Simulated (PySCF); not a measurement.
PO₂(OH): from structure and modes to constants

Computed with PBE0 in PySCF with P def2-TZVP, O def2-TZVP, H def2-TZVP; no relativity; density-fitted integrals.

The singlet minimum has Cs symmetry. Masses (u): P 30.97376, O 15.99492, H 1.00782.

```xyz
5
charge 0 multiplicity 1, angstrom
P     0.0582    0.0954    0.0000
O     1.5016   -0.0126    0.0000
O    -0.8667    1.2167    0.0000
O    -0.6466   -1.3115    0.0000
H    -1.6090   -1.2217    0.0000
```

Harmonic wavenumbers (cm⁻¹): 406.4 (a', ×1), 440.6 (a'', ×1), 450.6 (a', ×1), 528.8 (a'', ×1), 930.0 (a', ×1), 1041.9 (a', ×1), 1218.9 (a', ×1), 1494.7 (a', ×1), 3818.1 (a', ×1).

Problem. Find the principal moments of inertia and the rotational constants. What kind of rotor is it?

Solution. About the centre of mass I = 52.552, 57.91, 110.46 u Å². With B = 16.8576/I this gives 0.3208, 0.2911, 0.1526 cm⁻¹. The molecule is an asymmetric top with κ = 0.65.

Problem. What is the harmonic zero-point energy?

Solution. Half the sum of all 9 wavenumbers, 10330/2 = 5165 cm⁻¹, which is 61.8 kJ/mol (1 cm⁻¹ = 0.0119627 kJ/mol).

Only a few start shapes were tried, so a lower isomer may exist.
